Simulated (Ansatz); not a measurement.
C2H4, SMILES `C=C` (excited triplet) (charge 0, multiplicity 3). This triplet is an excited state, 2.98 eV above the relaxed singlet at the level composite: frozen-core CCSD(T) with HF/cc-pVQZ and the correlation energy extrapolated as X^-3 from cc-pVTZ and cc-pVQZ, plus CCSDT(Q) minus CCSD(T) in cc-pVTZ // B3LYP-D3(BJ)/def2-TZVP (Ansatz, a quantum-chemistry and plane-wave program).

Cartesian coordinates (Å):
SMILES: C=C
```xyz
6

C      0.7218    -0.0053     0.0130
C     -0.7189     0.0628    -0.0192
H      1.3149     0.6862     0.6049
H      1.2729    -0.7509    -0.5533
H     -1.3345    -0.4883     0.6863
H     -1.2476     0.6681    -0.7503
```
Charge 0, spin multiplicity 3.

Frozen-core energies in cc-pVTZ from Ansatz at a geometry from B3LYP-D3(BJ)/def2-TZVP; the HF reference has <S^2> = 2.01 and the T1 diagnostic is 0.013.

```json
[
 {"level": "HF", "energy (Ha)": "-77.99437", "difference from CCSDT(Q) (mHa)": "337.43"},
 {"level": "MP2", "energy (Ha)": "-78.28761", "difference from CCSDT(Q) (mHa)": "44.20"},
 {"level": "CCSD", "energy (Ha)": "-78.31992", "difference from CCSDT(Q) (mHa)": "11.88"},
 {"level": "CCSD(T)", "energy (Ha)": "-78.33061", "difference from CCSDT(Q) (mHa)": "1.19"},
 {"level": "CCSDT", "energy (Ha)": "-78.33146", "difference from CCSDT(Q) (mHa)": "0.34"},
 {"level": "CCSDT(Q)", "energy (Ha)": "-78.33180", "difference from CCSDT(Q) (mHa)": "0.00"}
]
```
